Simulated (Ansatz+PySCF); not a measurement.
Two shapes of doublet NH3(+).

Shape 1:

```xyz
4

N     0.0000    0.0000    0.0000
H     0.0000   -1.0254   -0.0141
H     0.0000    0.5005    0.8951
H     0.0000    0.5249   -0.8810
```

Shape 2:

```xyz
4

N     0.0000    0.0000    0.0000
H     0.0000   -0.9754   -0.0134
H     0.0000    0.4761    0.8515
H     0.0000    0.4994   -0.8380
```

Basis set: cc-pVTZ (spherical functions). Frozen core: 1 orbital. Correlation on ROHF uses semicanonical orbitals with singles. Charge 1, multiplicity 2.

Computed with Ansatz (development build ahead of 0.2.0); each method stands on the lowest determinant of its kind that the runs found.

Q: Which shape is lower in energy, and by how much in each method?

A:

| method | E(2) − E(1) (eV) |
| --- | --- |
| ROHF | 0.063 |
| UHF | 0.071 |
| ROHF-MP2 | 0.133 |
| UHF-CCSD | 0.144 |
| ROHF-CCSD(T) | 0.153 |

Shape 1 is lower.
